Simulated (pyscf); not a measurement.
PySCF, gas phase, ωB97X-D3(BJ)/def2-SVP geometries. MP2 and CC: frozen core, UHF for open shells. ΔMP2 is the change of the MP2 total energy from the triple- to the quadruple-zeta basis.

### Question
Estimate the classical barrier height and the reaction energy of HCl (SMILES Cl) + HO–BH–Cl (SMILES OBCl) -> Cl–BH–Cl (SMILES ClBCl) + H₂O (SMILES O) at CCSD(T)/def2-TZVPP + ΔMP2(QZVPP). The step runs on the singlet surface, breaks Cl–H, B–O and forms B–Cl, H–O; take the separated reactants as zero.

### Answer
ΔE‡ = 22.6 kcal/mol, ΔE = +13.1 kcal/mol. Zero-point energy shifts the barrier by +0.3 kcal/mol. It is a four-centre exchange, with an imaginary mode of 1148i cm⁻¹. On the product side the descent ends in an adduct with a B–O contact, 12.1 kcal/mol under the separated species and 19.2 kcal/mol under the saddle at ωB97X-D3(BJ)/def2-TZVP. What is counted as broken (B–O) persists as a longer contact in the product adduct; parting that adduct is a step of its own. At ωB97X-D3(BJ) the barrier from the zero used here is 20.5 kcal/mol. One saddle was located; it need not be the lowest between these sides. The CCSD(T) − MP2 part came from Ansatz, without density fitting, on the same reference.
